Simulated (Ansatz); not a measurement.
One arrangement of a pair

The pair of NH$_{3}$ (SMILES N, atoms 1–4) and SO$_{2}$ (SMILES O=S=O, atoms 5–7), both closed shells, in one local arrangement (a lower one may exist), relaxed at PBE0-D4/def2-TZVP:

N1  (-0.084, 0.092, -0.988)
H2  (-0.996, 0.077, -1.427)
H3  (0.190, 1.057, -0.846)
H4  (0.589, -0.346, -1.605)
O5  (-1.012, 0.228, 1.862)
S6  (-0.035, -0.720, 1.400)
O7  (1.349, -0.387, 1.605)
(Å)

Computed with Ansatz 0.2.0 (basis: def2-TZVPPD, with def2-QZVPPD for the basis limit); correlated methods freeze the cores. B3LYP uses VWN-RPA correlation. Extrapolation: Hartree–Fock as exp(−7.88 √X), correlation as X^−2.97. Interaction energies count from these two fragments, frozen as in the pair, with the counterpoise correction; negative means bound.

(1) What is the interaction energy by CCSD(T) at an estimated basis limit (MP2 extrapolated from triple and quadruple zeta, plus CCSD(T) − MP2 in triple zeta)? (An estimate is asked for; the value comes from the calculation.)

(2) Which atoms make the shortest contact between the fragments?

The T1 diagnostic stays at or below 0.022. The restricted Hartree–Fock reference is unstable towards an unrestricted one at one or more of these structures.

Answers

(1) Computed: -5.22 kcal/mol. Hartree–Fock alone gives -3.90 kcal/mol at the basis limit. It counts from the two fragments frozen as in the pair.

The same quantity by other methods in triple zeta, and each one's difference from that estimate:
```
   method  E_int (kcal/mol)  difference
   PBE-D4             -8.27       -3.06
revPBE-D4             -7.92       -2.71
  BLYP-D4             -7.11       -1.90
r2SCAN-D4             -8.34       -3.12
   B97M-V             -6.92       -1.71
  PBE0-D4             -8.29       -3.07
 B3LYP-D4             -7.39       -2.18
 HSE06-D4             -8.27       -3.05
  wB97X-V             -6.63       -1.41
  wB97M-V             -6.58       -1.36
   B2PLYP             -4.59        0.62
       HF             -3.78        1.43
      MP2             -4.04        1.18
     CCSD             -3.96        1.25
  CCSD(T)             -3.96        1.26
```
Differences are method less estimate.

(2) N1 and S6, 2.52 Å apart.

Basis-set superposition shift (counterpoise-corrected less uncorrected): CCSD(T) 0.85; MP2 0.85; HF 0.13; PBE0-D4 0.18; wB97M-V 0.20 kcal/mol.

For scale, one of the runs: CCSD(T)/def2-TZVPPD, 219 basis functions, launched by `ansatz run in.yaml --threads 4 --pin off --events-out ev --progress --plain --max-ram 9574MiB`. Hardware: 4 CPU threads of an Arm Neoverse V1, shared host. Wall time 83 s; peak host memory 3.4 GiB.
